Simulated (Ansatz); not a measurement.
The parent structure is ZrS2 in the CdI2 type structure (space group P-3m1, No. 164; layered, stacked along the Cartesian z axis).

```
ZrS2
1.0
    3.57807     0.00000     0.00000
   -1.78903     3.09870     0.00000
    0.00000     0.00000     5.53982
Zr S
1 2
Direct
  0.00000   0.00000   0.00000
  0.33333   0.66667   0.26475
  0.66667   0.33333   0.73525
```

Calculations: Ansatz (a quantum-chemistry and plane-wave program) PBEsol-D3(BJ), scalar-relativistic without spin-orbit coupling.

Now apply this change: full substitution Zr → Ti, then cell and atoms are relaxed.

Measured lattice parameter a: ZrS2 3.662 Å (temperature not stated; as listed in Torbjörn Björkman, The Journal of Chemical Physics (2014)); TiS2 3.4073 Å (temperature not stated; as listed in R.R. Chianelli, J.C. Scanlon, A.H. Thompson, Materials Research Bulletin (1975)).

Question: How well does PBEsol-D3(BJ) reproduce the measured shift?

Answer: With PBEsol-D3(BJ) the lattice parameter a moves by -0.280 Å (3.578 → 3.298) against -0.255 Å measured.

Stability against distortions was not tested. All final runs are without spin polarisation.
